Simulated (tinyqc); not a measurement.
Coupled-perturbed Hartree-Fock on RHF in the sto-3g basis, for HF, spin multiplicity 1, step by step. One step of it, computed by the program tinyqc.

Problem. Response to a field: uncoupled start. Field along z; U_ai = -mu_ai / (e_a - e_i), alpha = -4 sum U_ai mu_ai.

orbital energies (hartree): MO1 -25.899853, MO2 -1.471840, MO3 -0.585764, MO4 -0.464230, MO5 -0.464230, MO6 0.631123

dipole integrals <a|z|i> (bohr):
```
           i1        i2        i3        i4        i5
a6  -0.044031  0.103789  0.909386  0.000000  0.000000
```

Give: uncoupled U; uncoupled polarisability.

Solution.

uncoupled U:
```
       i1      i2      i3     i4     i5
a6  0.002  -0.049  -0.747  0.000  0.000
```

uncoupled polarisability = 2.739 bohr^3
